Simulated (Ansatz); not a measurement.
# BSiH (singlet): the correlation ladder at distance B2–H3 = 1.411 Å, 6-31G

The task here is to estimate one member of a computed series from the others.

The runs use Ansatz 0.2.0, Gaussian basis; 6-31G, core rule «outside noble gas», up to 6 orbitals frozen.

The runs, in order: UHF; CCSD(T) on RHF; CCSD(T) on UHF; BCCD(T) on RHF; CISD; CCSDT(Q) on RHF; CCSDT(Q) on UHF; CISDTQ; CCSDTQ on RHF; CCSDTQ on UHF; CASSCF and MRCISD+Q, 2 electrons in 2 orbitals; CASSCF and NEVPT2, 2 electrons in 2 orbitals; CASSCF and MRCISD+Q, 8 electrons in 9 orbitals; CASSCF and MRCISD+Q(relaxed), 8 electrons in 9 orbitals; CASSCF and NEVPT2, 8 electrons in 9 orbitals; Full CI.

20 further runs of the same task are left out: 2 for a known fault of the program, 16 that didn't finish, 2 set aside as unsound or not needed.

## The geometry

The geometry derives from a PBE0/def2-TZVP stationary point (not a proven minimum). One bond is set to the value named and the two fragments are kept rigid.

3 atoms, charge 0, spin multiplicity 1.

Atoms are counted from 1 here; the program's logs count them from 0.

Bond lengths: Si1–B2 1.895 Å, B2–H3 1.411 Å. Angles: Si1–B2–H3 180.0°.

Set-up of the first run:

Contents of in.yaml:

```yaml
crystal:
  periodic: [false, false, false]
  atoms:
    - {symbol: Si, position_ang: [0.000000, 0.000000, 1.733765]}
    - {symbol: B, position_ang: [0.000000, 0.000000, -0.161383]}
    - {symbol: H, position_ang: [0.000000, 0.000000, -1.572383]}
basis:
  gaussian: {orbitals: 6-31G}
magnetization: {spin_polarized: true, initial_magnetization: 0}
hamiltonian: {xc: hf}
output: {orbitals: {seedname: orbitals}}
```

Launch:

```sh
> ansatz run in.yaml --threads 1 --pin off --events-out ev --progress --plain --max-ram 2393MiB
```

Among the steps run: UHF; CCSD(T) on RHF; CCSD(T) on UHF; BCCD(T) on RHF; CISD; CCSDT(Q) on RHF; CCSDT(Q) on UHF; CISDTQ; CCSDTQ on RHF; CCSDTQ on UHF; CASSCF and MRCISD+Q, 2 electrons in 2 orbitals; CASSCF and NEVPT2, 2 electrons in 2 orbitals; CASSCF and MRCISD+Q, 8 electrons in 9 orbitals; CASSCF and MRCISD+Q(relaxed), 8 electrons in 9 orbitals; CASSCF and NEVPT2, 8 electrons in 9 orbitals; Full CI.

One of the session's tables, all rows but one given; the rest of the session is left out.

| method | from FCI (kcal/mol) |
| --- | --- |
| RHF | +79.42 |
| RMP2 | +23.24 |
| CISD | +10.16 |
| RCCSD | +4.83 |
| RCCSD(T) | ? |
| BCCD(T) | +2.55 |
| RCCSDT | +1.25 |
| CISDTQ | +1.18 |
| RCCSDT(Q) | +0.36 |
| RCCSDTQ | +0.06 |
| CASSCF valence | +17.73 |
| NEVPT2 valence | +5.09 |
| MRCISD valence | +0.43 |
| MRCISD+Q valence | +0.07 |
| MRCISD+Q(relaxed) valence | -0.07 |
| FCI | 0 |

Q: Estimate the row for RCCSD(T) from the others.

**Answer.** from FCI (kcal/mol): +2.53. In the column «from FCI (kcal/mol)» it lies between RCCSDT (+1.25) and BCCD(T) (+2.55).

Not comparable, so not listed: CASSCF and MRCISD+Q, 2 electrons in 2 orbitals (they don't share determinant, frozen orbitals or solution with the rows shown, or repeat one).

To keep in mind: The report flags that the cluster equations may have other roots. Left out of the table: CASSCF pair, NEVPT2 pair (the active space lost an orbital or holds another state than full CI finds). Left out of the table: UHF, UMP2, UCCSD, UCCSD(T), UCCSDT, UCCSDT(Q), UCCSDTQ (another determinant or state than the rows shown). The program flags RCCSDT(Q), RCCSDTQ as in doubt, so those rows may rest on another solution; read them beside their warnings. MRCISD+Q(relaxed) valence falls below full CI: the +Q correction isn't variational, and the cores differ from full CI's. Warnings in the runs' records: passed over end.
